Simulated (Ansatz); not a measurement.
**C2H2FO+ (SMILES [OH+]=C=CF): single points off equilibrium**

The atoms stand at a structure displaced at random from a GFN2-xTB minimum. How far do the functionals agree with CCSD(T) there?

Computed with Ansatz 0.2.0, Gaussian basis. Level: single points in def2-TZVPP.

Correlated methods freeze the cores.

**1. The starting structure**

6 atoms, charge 1, spin multiplicity 1.

Atoms are counted from 1 here; the program's logs count them from 0.

Bond lengths: O1–C2 1.188 Å, O1–H5 1.185 Å, C2–C3 1.448 Å, C3–F4 1.268 Å, C3–H6 1.110 Å. Angles: C2–O1–H5 104.5°, O1–C2–C3 166.9°, C2–C3–F4 129.4°, C2–C3–H6 110.6°, F4–C3–H6 119.8°.

As a file:

```xyz
6
C2H2FO
O    -0.5198    1.2852   -0.8457
C    -0.1071    0.3226   -0.2845
C     0.1226   -0.8163    0.5805
F    -0.3537   -1.9891    0.5091
H     0.2648    1.4841   -1.7106
H     0.7297   -0.5210    1.4615
```

**2. CCSD(T)/def2-TZVPP**

Input file run/in.yaml:

```yaml
crystal:
  periodic: [false, false, false]
  atoms:
    - {symbol: O, position_ang: [-0.519800, 1.285200, -0.845700]}
    - {symbol: C, position_ang: [-0.107100, 0.322600, -0.284500]}
    - {symbol: C, position_ang: [0.122600, -0.816300, 0.580500]}
    - {symbol: F, position_ang: [-0.353700, -1.989100, 0.509100]}
    - {symbol: H, position_ang: [0.264800, 1.484100, -1.710600]}
    - {symbol: H, position_ang: [0.729700, -0.521000, 1.461500]}
basis:
  gaussian: {orbitals: def2-TZVPP}
total_charge: 1
correlation: {method: ccsd_t}
output: {forces: true}
```

No record of the launch command was kept for these runs.

**3. PBE0-D4/def2-TZVPP**

Changes to run/in.yaml since step 2:

```diff
@@ -12,3 +12,3 @@
 total_charge: 1
-correlation: {method: ccsd_t}
-output: {forces: true}
+hamiltonian: {xc: pbe0, dispersion: d4}
+output: {forces: true, orbitals: {seedname: orbitals}}
```

**4. wB97M-V/def2-TZVPP**

Changes to run/in.yaml since step 3:

```diff
@@ -12,3 +12,3 @@
 total_charge: 1
-hamiltonian: {xc: pbe0, dispersion: d4}
-output: {forces: true, orbitals: {seedname: orbitals}}
+hamiltonian: {xc: {name: wB97M-V}}
+output: {forces: true}
```

**5. r2SCAN-D4/def2-TZVPP**

Changes to run/in.yaml since step 4:

```diff
@@ -12,3 +12,3 @@
 total_charge: 1
-hamiltonian: {xc: {name: wB97M-V}}
+hamiltonian: {xc: r2scan, dispersion: d4}
 output: {forces: true}
```

**6. PBE-D4/def2-TZVPP**

Changes to run/in.yaml since step 5:

```diff
@@ -12,3 +12,3 @@
 total_charge: 1
-hamiltonian: {xc: r2scan, dispersion: d4}
+hamiltonian: {xc: pbe, dispersion: d4}
 output: {forces: true}
```

**7. wB97X-V/def2-TZVPP**

Changes to run/in.yaml since step 6:

```diff
@@ -12,3 +12,3 @@
 total_charge: 1
-hamiltonian: {xc: pbe, dispersion: d4}
+hamiltonian: {xc: {name: wB97X-V}}
 output: {forces: true}
```

**8. B97M-V/def2-TZVPP**

Changes to run/in.yaml since step 7:

```diff
@@ -12,3 +12,3 @@
 total_charge: 1
-hamiltonian: {xc: {name: wB97X-V}}
+hamiltonian: {xc: {name: B97M-V}}
 output: {forces: true}
```

(Steps that only read results are left out.)

Q: Predict the outcome of this session. Wanted: energy less free atoms, CCSD(T)/def2-TZVPP; RMS force component; RMS force error; HOMO and LUMO, PBE0-D4; T1 diagnostic.

As calculated:

| quantity | value |
| --- | --- |
| energy less free atoms, CCSD(T)/def2-TZVPP | -1335.7 kJ/mol |
| RMS force component | 3.037 to 3.308 eV/Å over the methods |
| RMS force error | PBE0-D4 0.372, wB97M-V 0.255, r2SCAN-D4 0.278, PBE-D4 0.278, wB97X-V 0.266, B97M-V 0.355 eV/Å |
| HOMO and LUMO, PBE0-D4 | -14.02 and -9.21 eV |
| T1 diagnostic | 0.019 |

What this shows: Against CCSD(T) the functionals' energies less atoms differ by -229.0 to -68.9 kJ/mol, PBE-D4 by -229.0 kJ/mol. CCSD(T) in triple zeta still lacks some correlation energy of the bonds, so part of these gaps is its own basis error and they don't rank the functionals. The forces of wB97M-V come nearest to CCSD(T), those of PBE0-D4 are farthest. Frozen-core CCSD(T) forces in triple zeta carry basis errors of their own, and this is one geometry, so small gaps rank nothing. The restricted Hartree–Fock reference is unstable towards an unrestricted one at one or more of these structures.
